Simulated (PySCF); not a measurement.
Geometry:
```tsv
atom	x (Å)	y (Å)	z (Å)
B1	1.291	0.032	0.098
C2	-0.147	-0.523	0.110
C3	-1.199	0.282	-0.129
H4	2.251	-0.673	0.310
H5	1.462	1.209	-0.132
H6	-0.350	-1.582	0.313
H7	-1.054	1.349	-0.337
H8	-2.236	-0.075	-0.128
```

Level of theory: couplings computed with B3LYP/pcJ-1, geometry from PBE0-D3(BJ)/def2-SVP, shielding tensors at PBE/pcSseg-2 (GIAO), in PySCF 2.14 (equivalent nuclei averaged, single conformer, isolated molecule, non-relativistic Hamiltonian).

Question: Predict the 2D correlation tables (HSQC, COSY, HMBC).

Answer: 

HSQC (one-bond C–H):
```
       δH          δC  1J(C,H) (Hz)
7.67 (H6)  157.2 (C2)           151
7.25 (H8)  169.2 (C3)           163
6.87 (H7)  169.2 (C3)           170
```

COSY cross peaks (|J| ≥ 2 Hz):
```
       δH            δH  abs. J (Hz)  bonds
7.67 (H6)     7.25 (H8)         12.8      3
7.67 (H6)  6.92 (H4/H5)          7.2      3
7.67 (H6)     6.87 (H7)         20.4      3
7.25 (H8)     6.87 (H7)          5.4      2
```

HMBC (two and three bonds, |J| ≥ 2.5 Hz):
```
          δH                   δC [abs. J in Hz]
6.92 (H4/H5)  169.2 (C3) [8.7], 157.2 (C2) [5.1]
```

Scale: 1H (σref 31.18) and 13C (σref 179.39) vs TMS (reference shieldings calculated alike).

Short H···H contacts in this conformer between protons four or more bonds apart (candidates for NOE cross peaks, intensity ∝ r⁻⁶): H5···H7 2.53 Å.

Hydrogens on boron are broadened and split by 11B (spin 3/2, 80 %) and 10B (spin 3). A carbon bonded to boron is broadened by the quadrupolar boron nucleus and is often missing from a measured spectrum. Unscaled 3J(H,H) at this level run about 10 % above measured values. Shifts are as computed, not scaled to solution data. Of 1211 compounds with measured shifts, 218 miss one by over three times the rms of a fit or turn the order of signals round; such compounds aren't used in these exercises.
